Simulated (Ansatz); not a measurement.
System: GeS (Pnma, No. 62). Method: PBEsol (plane waves, PAW; Ansatz, an electronic-structure program).

Numerical settings: plane-wave cutoff 520 eV, 16×14×6 k mesh (along the axes of the cell as run), Fermi–Dirac smearing 0.05 eV, scalar-relativistic PAW data made under PBE.

Response to compression and expansion:

Shape and atoms are relaxed at each volume.

```tsv
V (Å³/atom)	P (GPa)	direct gap at Γ (eV)	smallest gap on the k mesh (eV)
18.792	1.72	1.016	0.653
19.183	0.79	1.039	0.747
19.575	-0.01	1.062	0.837
19.966	-0.67	1.078	0.922
20.358	-1.20	1.093	1.004
```

The fundamental gap (0.84 eV at the equilibrium volume, on the SCF mesh) lies elsewhere than Γ–Γ.

Measured, for comparison: band gap 1.65 eV (room temperature, not corrected to a static lattice, our sources range from 1.58 to 1.65; as tabulated in Setten et al. (2017), arXiv:1709.07349).

Note: the cell comes from a level without a dispersion term, which matters for the spacing of layers, chains or molecules; the bulk modulus comes from volumes at which shape and atoms were relaxed.

Spin–orbit coupling is not included.
